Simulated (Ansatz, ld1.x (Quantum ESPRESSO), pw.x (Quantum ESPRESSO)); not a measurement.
Which Ag potential is closest to all-electron in the bcc crystal?

All use LDA (PW92), scalar-relativistic, no spin, cutoffs from each file’s atomic test, pw.x 7.5; 14³ k-points, Fermi–Dirac smearing 0.01 Ry. Δ is the rms difference from all-electron LAPW of the E(V) curves that follow from fits to the pressures, over ±6 % in volume. Mesh and smearing are coarse and serve the comparison alone. The files are a selection: those with a ghost or negative overlap were mostly not run, and those with noisy or unconverged pressures or nearly equal Δ are left out.

All-electron: a0 = 3.183 Å (V0 = 16.12 Å³/atom), B0 = 134.5 GPa.

**Question.** Rank them by Δ, smallest first.
A. ultrasoft, ld1.x (Quantum ESPRESSO) 7.5, LDA (PW92); core [Ar] 3d10 4s2, reference 4p6 4d10 5s1 5p0; waves: 5s (bound): rcut 1.75, rcutus 2.40 bohr; 5s channel at 2.7 Ry: rcut 1.75, rcutus 2.40 bohr; 4p (bound): rcut 1.45, rcutus 1.60 bohr; 5p (bound, empty): rcut 1.45, rcutus 1.60 bohr; 4d (bound): rcut 1.25, rcutus 1.55 bohr; 4d channel at 3.6 Ry: rcut 1.25, rcutus 1.55 bohr; local part: all-electron potential smoothed inside 1.45 bohr (lloc = -2); core correction: Bessel-smoothed model core inside 1.00 bohr; augmentation: PSQ, radius 1.30 bohr.
B. norm-conserving Troullier–Martins (Kleinman–Bylander form), ld1.x (Quantum ESPRESSO) 7.5, LDA (PW92); core [Kr], reference 4d10 5s1 5p0; waves: 5s (bound): rc 2.25 bohr; 5p (bound, empty): rc 2.65 bohr; 4d (bound): rc 1.45 bohr; local part: all-electron potential smoothed inside 2.55 bohr (lloc = -1); core correction: Bessel-smoothed model core inside 1.20 bohr.
C. norm-conserving RRKJ (Kleinman–Bylander form), ld1.x (Quantum ESPRESSO) 7.5, LDA (PW92); core [Kr], reference 4d10 5s0.5 5p0.5; waves: 5p (bound): rc 2.85 bohr; 4d (bound): rc 2.00 bohr; 5s (bound): rc 2.50 bohr; local part: the s channel; core correction: a·sin(br)/r model core, default radius (core density twice the valence density).

**Answer.** B (7.7 meV/atom), A (12.3 meV/atom), C (19.2 meV/atom).
